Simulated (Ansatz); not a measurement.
A made-up structure of CH$_{4}$NSi, doublet:

```xyz
7
angstrom
C 0.5912 0.0874 0.6563
N 0.0277 0.1010 -0.9982
Si -0.6864 -0.8151 -0.2042
H -2.0858 -1.0444 -0.2792
H -0.4253 0.7901 -1.5846
H 0.3840 0.9407 1.2501
H 1.5613 -0.3006 0.8353
```

It is relaxed with PBE-D4/def2-SVP and then PBE0-D4/def2-TZVP (Ansatz 0.2.0). Atoms count as bonded within 1.22 times the sum of their covalent radii (H–H: 0.88 Å). The end point is not checked to be a true minimum.

Does its bonding change? (Judge from chemistry; the calculation decides.)

The calculation gives: No: no bond forms or breaks.

Where it ends: The first stage lowers the energy by 3.99 eV in 10 steps. It ends as CH₄NSi ([CH2]1[NH][SiH]1):
```
7
angstrom
C 0.5052 0.0780 0.4732
N 0.1791 0.1130 -0.9668
Si -0.6755 -1.1774 -0.2263
H -2.1447 -0.9240 -0.0314
H -0.1473 0.9745 -1.3752
H 0.1182 0.8858 1.0939
H 1.5318 -0.1909 0.7079
```

Labels in which every atom is bracketed show which atoms are joined, not bond orders.

For scale, one of the runs: PBE0-D4/def2-TZVP relaxation, 123 basis functions, launched by `ansatz run in.yaml --threads 2 --pin off --events-out ev --progress --plain --max-ram 4352MiB`. The run took about 59 s on 2 CPU threads of an Arm Neoverse N1 (shared host).
